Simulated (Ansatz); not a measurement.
Born–Oppenheimer molecular dynamics of C₃H₇NO (12 atoms, charge 0, multiplicity 1). It starts from a relaxed structure.

All numbers below come from RKS PBE/6-31G (Ansatz).

```json
{
 "ensemble": "NVT, Langevin thermostat",
 "time step": "0.25 fs",
 "steps asked": "436",
 "set temperature": "400 K",
 "friction": "0.001 /fs",
 "seed": "360459"
}
```

First frame:

```xyz
12
Properties=species:S:1:pos:R:3
C -0.933 -0.911 0.060
C 0.055 0.242 0.339
N 1.422 -0.263 0.297
C -0.105 1.287 -0.766
O -0.699 2.374 -0.635
H -1.973 -0.548 0.071
H -0.829 -1.691 0.836
H -0.721 -1.367 -0.923
H -0.227 0.730 1.299
H 2.151 0.353 0.649
H 1.556 -1.243 0.533
H 0.380 0.982 -1.726
```

(1) What does the run give?

(2) What happens to the structure?

(3) How do temperature and energy run in time?

Answers

(1) The run went to its last step.

```
steps done                                               : 436
time covered                                             : 109 fs
mean temperature over the second half                    : 201 K
spread of the potential energy over the second half      : 5.1 meV per atom
mean potential energy of the second half above the start : 21.0 meV per atom
```

The mean temperature of the second half is 50 % below the set value. A run of 0.11 ps of so small a system gives no equilibrium averages. Limits of this set-up: no polarisation functions.

(2) The same pairs are bonded in the first frame and the last. Pairs count as bonded within 1.25 times the sum of covalent radii (0.12 Å more for H–H). Another seed would give other details.

(3) 
```
time (fs)  T (K)  potential energy less start (eV)
      0.0    367                             0.000
      9.0    179                             0.291
     18.0    201                             0.226
     27.0    142                             0.315
     36.0    219                             0.197
     45.0    166                             0.287
     54.0    233                             0.178
     63.0    163                             0.290
     72.0    147                             0.312
     81.0    278                             0.151
     90.0    181                             0.289
     99.0    268                             0.175
    108.0    151                             0.345
```

The run took 20 min on 1 CPU thread of a shared host.
